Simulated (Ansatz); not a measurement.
SiH₂F₂, closed shell: a nudged elastic band.

in.yaml

```yaml
crystal:
  periodic: [false, false, false]
  atoms:
    - {symbol: Si, position_ang: [0.911435, 0.379103, -1.060404]}
    - {symbol: F, position_ang: [1.021105, 1.457953, 0.119030]}
    - {symbol: F, position_ang: [1.494171, -0.919026, -0.324007]}
    - {symbol: H, position_ang: [-1.938606, -0.447761, 0.334911]}
    - {symbol: H, position_ang: [-1.488006, -0.470269, 0.930371]}
basis:
  gaussian: {orbitals: def2-SVP}
hamiltonian: {xc: pbe0, dispersion: d4}
neb:
  images: 5
  climbing: true
  max_iterations: 30
  initial_path: idpp
  f_tol: 2.0
  final_atoms:
    - {symbol: Si, position_ang: [-0.051719, -0.012354, 0.010949]}
    - {symbol: F, position_ang: [0.589655, 1.437098, 0.052715]}
    - {symbol: F, position_ang: [1.082818, -1.037585, -0.408271]}
    - {symbol: H, position_ang: [-1.103546, -0.029486, -1.022387]}
    - {symbol: H, position_ang: [-0.517108, -0.357673, 1.366892]}
```

Command:

```bash
ansatz run in.yaml --threads 2 --pin off --events-out ev --progress --plain --max-ram 4352MiB
```

What Ansatz 0.2.0 printed:

```
Functional definition: PBE0
  name "PBE0"
  cite "Adamo & Barone, J. Chem. Phys. 110, 6158 (1999) doi:10.1063/1.478522"
  cite "Perdew, Burke & Ernzerhof, Phys. Rev. Lett. 77, 3865 (1996) doi:10.1103/PhysRevLett.77.3865"
  parent pbe
  parameter a = 0.25
  parameter kappa = 0.804
  parameter beta = 0.06672455060314922
  exchange = (1 - a)*pbe_x(kappa = kappa, mu = beta*pi^2/3) + a*exact_x
  correlation = pbe_c(beta = beta)
556 factors; integrals over basis functions are off by at most 3.6e-4 eV
mean field evaluation 1: about -13327.1330 eV, gradient 4.0e1 eV
mean field evaluation 2: about -13322.9306 eV, gradient 6.6e1 eV
mean field evaluation 4: about -13329.7280 eV, gradient 2.6e-1 eV
mean field evaluation 8: about -13329.7322 eV, gradient 2.4e-3 eV
mean field -13329.73219715 eV, -489.8586230282 hartree, gradient 4.3e-5 eV, S^2 0.000000; 0 other end points of the search recorded, 0 dependent functions left out
the calculation of the forces begins
reference -13329.73221849 eV, -489.8586238123 hartree; 17, 17 occupied and 39, 39 virtual orbitals, 556 factors
556 factors; integrals over basis functions are off by at most 9.6e-4 eV
mean field evaluation 16: about -13331.4355 eV, gradient 1.2e0 eV
mean field -13331.44569528 eV, -489.9215929232 hartree, gradient 6.8e-5 eV, S^2 0.000000; 0 other end points of the search recorded, 0 dependent functions left out
the calculation of the forces begins
reference -13331.44571431 eV, -489.9215936223 hartree; 17, 17 occupied and 39, 39 virtual orbitals, 556 factors
NEB end point (image 0): max|allowed force component| = 1.102e0 eV/Å (the criterion of neb.relax_end_points is 4.000e-1)
NEB end point (image 6): max|allowed force component| = 9.915e-1 eV/Å (the criterion of neb.relax_end_points is 4.000e-1)
556 factors; integrals over basis functions are off by at most 1.3e-3 eV
mean field evaluation 32: about -13328.8601 eV, gradient 1.1e-2 eV
mean field -13328.86010998 eV, -489.8265744157 hartree, gradient 3.8e-5 eV, S^2 0.000000; 0 other end points of the search recorded, 0 dependent functions left out
the calculation of the forces begins
reference -13328.86013120 eV, -489.8265751959 hartree; 17, 17 occupied and 39, 39 virtual orbitals, 556 factors
559 factors; integrals over basis functions are off by at most 4.7e-4 eV
mean field -13327.05993978 eV, -489.7604193811 hartree, gradient 2.2e-5 eV, S^2 0.000000; 0 other end points of the search recorded, 0 dependent functions left out
the calculation of the forces begins
reference -13327.05996134 eV, -489.7604201737 hartree; 17, 17 occupied and 39, 39 virtual orbitals, 559 factors
557 factors; integrals over basis functions are off by at most 1.3e-3 eV
mean field evaluation 64: about -13325.3678 eV, gradient 2.5e-3 eV
mean field -13325.36783132 eV, -489.6982355425 hartree, gradient 5.7e-5 eV, S^2 0.000000; 0 other end points of the search recorded, 0 dependent functions left out
the calculation of the forces begins
reference -13325.36785329 eV, -489.6982363498 hartree; 17, 17 occupied and 39, 39 virtual orbitals, 557 factors
557 factors; integrals over basis functions are off by at most 1.4e-3 eV
mean field -13327.04737690 eV, -489.7599577041 hartree, gradient 5.7e-5 eV, S^2 0.000000; 0 other end points of the search recorded, 0 dependent functions left out
the calculation of the forces begins
reference -13327.04739806 eV, -489.7599584816 hartree; 17, 17 occupied and 39, 39 virtual orbitals, 557 factors
558 factors; integrals over basis functions are off by at most 9.8e-4 eV
mean field -13330.03350621 eV, -489.8696959319 hartree, gradient 1.3e-5 eV, S^2 0.000000; 0 other end points of the search recorded, 0 dependent functions left out
the calculation of the forces begins
reference -13330.03352657 eV, -489.8696966801 hartree; 17, 17 occupied and 39, 39 virtual orbitals, 558 factors
NEB iter   1: max|band force component| = 7.500e0 eV/Å  barrier→ = 4.3456 eV  barrier← = 6.0595 eV  Δτ_max = 0.2000 Å  (158 SCF iters)
NEB iter   2: max|band force component| = 4.043e0 eV/Å  barrier→ = 2.9598 eV  barrier← = 4.6737 eV  Δτ_max = 0.2000 Å  (137 SCF iters)
NEB iter   3: max|band force component| = 4.097e0 eV/Å  barrier→ = 2.1105 eV  barrier← = 3.8243 eV  Δτ_max = 0.2000 Å  (133 SCF iters)
NEB iter   4: max|band force component| = 2.676e0 eV/Å  barrier→ = 1.3313 eV  barrier← = 3.0451 eV  Δτ_max = 0.0992 Å  (134 SCF iters)
NEB iter   5: max|band force component| = 3.213e0 eV/Å  barrier→ = 1.3070 eV  barrier← = 3.0208 eV  CI = image 4  Δτ_max = 0.0997 Å  (125 SCF iters)
NEB iter   6: max|band force component| = 2.467e0 eV/Å  barrier→ = 1.6725 eV  barrier← = 3.3864 eV  CI = image 4  Δτ_max = 0.1167 Å  (127 SCF iters)
NEB iter   7: max|band force component| = 5.061e-1 eV/Å  barrier→ = 1.9229 eV  barrier← = 3.6367 eV  CI = image 4  Δτ_max = 0.0000 Å  (688 SCF iters)
Total energy: -13327.85613395 eV, -489.7896789772 hartree
Atom 0 at     0.214699     0.130332    -0.469107 Å, force     0.630002     0.142863    -0.097425 eV/Å
Atom 1 at     0.745000     1.449843     0.316388 Å, force    -0.075603    -0.249503    -0.067948 eV/Å
Atom 2 at     1.249082    -1.082842    -0.156573 Å, force    -0.167735     0.211173     0.017781 eV/Å
Atom 3 at    -1.232476    -0.164747    -0.431309 Å, force    -0.288735    -0.092304     0.186408 eV/Å
Atom 4 at    -0.976206    -0.332587     0.740502 Å, force    -0.097929    -0.012229    -0.038817 eV/Å
Dipole moment:    -0.299914    -0.024739    -0.187047 e Å

[the SCF lines of later steps are left out]
```

The lines “mean field evaluation” count trial sets of orbitals through the whole run, from several starts and some on an approximate energy, so they need not fall steadily or lie above the final value.

The run took about 30 s on 2 CPU threads of an Intel Xeon Platinum 8375C (shared host).


The run ended normally. The force tolerance of 2 eV/Å lets the band stop early, so its barrier is not a converged value.